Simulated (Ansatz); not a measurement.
Ansatz (a program for electronic structure) input (B3LYP/6-31G*):

Ansatz 0.2 input:
```yaml
crystal:
  periodic: [false, false, false]
  atoms:
    - {symbol: C, position_ang: [0.01949664, 0.17967098, -1.38789842]}
    - {symbol: Cl, position_ang: [-0.01141054, -0.00107909, 0.67128587]}
    - {symbol: H, position_ang: [0.89413822, -0.51009451, -1.52765870]}
    - {symbol: H, position_ang: [-0.81713881, -0.54958690, -1.55681054]}
basis:
  gaussian:
    orbitals: 6-31G*
hamiltonian:
  xc: {name: B3LYP}
total_charge: -1
phonons: {temperatures: {t_min: 298.15, t_max: 298.15, t_step: 100}}
```

Task: Which harmonic wavenumbers does it give?

Result: 377, 1019, 1097, 1449, 2773, 2832 cm⁻¹ (unscaled; negative means imaginary).
